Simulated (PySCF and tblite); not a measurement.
Results of a calculation; reference values are marked as such.
## Rotation: stationary points, barriers and rates

System: C4H10OS, numbered as in [CH3:1][CH:2]([CH3:3])[S@:4]([CH3:5])=[O:6].

Motion: rotation about the C2–S4 bond (torsion C1–C2–S4–C5 from 68° to -65°, falling). The path came from a restrained scan, a climbing-image band and a saddle search at GFN2-xTB; energies are PBE0/pcSseg-1 + D3(BJ), IEF-PCM dimethylsulfoxide//GFN2-xTB, thermal terms GFN2-xTB. Rate constants are transition-state-theory values, counting equivalent paths, without tunnelling. Programs: tblite and PySCF.

| point | symmetry | E(GFN2) kcal/mol | E(DFT) kcal/mol | ZPE change kcal/mol | lowest mode cm⁻¹ | dipole D |
| --- | --- | --- | --- | --- | --- | --- |
| start | C1 | 0.0 | 0.0 | 0.00 | 48 | 5.00 |
| saddle | C1 | 3.8 | 4.5 | 0.14 | 77i | 5.12 |
| end | C1 | 0.2 | -0.4 | 0.12 | 48 | 5.17 |

* Electronic barrier: 4.5 kcal/mol
* Barrier with zero-point energy: 4.7 kcal/mol
* ΔH‡ (298 K): 4.0 kcal/mol
* ΔS‡ (298 K, symmetry apart): -4.5 cal/(mol K)
* Paths: 1 equivalent path
* End point: a different minimum
* Mean lifetime of the start against this motion at 298 K: 1.4 ns
* Cost: 84 s on 1 thread of Intel Xeon Platinum 8259CL @ 2.50GHz, on a host shared with other jobs (rough), peak memory 0.86 GiB, launched as `OMP_NUM_THREADS=1 python ens_run.py task.json out`

```
T/K  ΔG‡ kcal/mol    k s⁻¹  ΔG kcal/mol  k back s⁻¹
200           5.0  1.3×10⁷         -0.3     6.2×10⁶
250           5.2  1.5×10⁸         -0.3     8.5×10⁷
298           5.4  7.3×10⁸         -0.3     4.7×10⁸
350           5.5  2.5×10⁹         -0.2     1.8×10⁹
400           5.7  6.1×10⁹         -0.2     4.6×10⁹
```

ΔG and ΔG‡ leave out symmetry numbers and mirror images; rates count paths: 1 out, 1 back.
